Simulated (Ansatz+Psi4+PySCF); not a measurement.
# singlet ClF: levels of theory in one basis

```xyz
2

F     0.0000    0.0000   -1.0848
Cl    0.0000    0.0000    2.2334
```

Basis set: cc-pVTZ on F; cc-pV(T+d)Z on Cl (spherical functions). Left uncorrelated: 6 orbitals. Charge 0, multiplicity 1.

Computed with Ansatz (development build ahead of 0.2.0) and PySCF 2.14.0; each method stands on the lowest determinant of its kind that the runs found.

| method | E − E(RHF) (eV) | <S²> of the determinant |
| --- | --- | --- |
| RHF | 0.00 | 0.00 |
| UHF | -6.62 | 1.01 |
| UHF-MP2 | -16.39 | 1.01 |
| RHF-CCSD | -15.94 | – |
| UHF-CCSD | -17.34 | 1.01 |
| RHF-CCSD(T) | -18.20 | – |
| UHF-CCSD(T) | -17.60 | 1.01 |

What does RHF-MP2 give on the same scale?

-16.06 eV.

Is a single determinant a sound starting point here?

It is doubtful. Unrestricted orbitals lower Hartree–Fock by 6.62 eV and <S²> is 1.01 where a pure state has 0.00, a sign of strong static correlation.

Caution for RHF, RHF-MP2, RHF-CCSD, RHF-CCSD(T): an unrestricted determinant lies well below. Caution for UHF, UHF-MP2, UHF-CCSD, UHF-CCSD(T): the unrestricted determinant is a mixture of spin states. Caution for RHF-MP2: large amplitudes, a single reference is doubtful. Caution for UHF-MP2, UHF-CCSD, UHF-CCSD(T): a plain start can end on a higher determinant. Caution for RHF-CCSD, RHF-CCSD(T): very large amplitudes, the method is breaking down; the amplitudes may be one of several solutions.
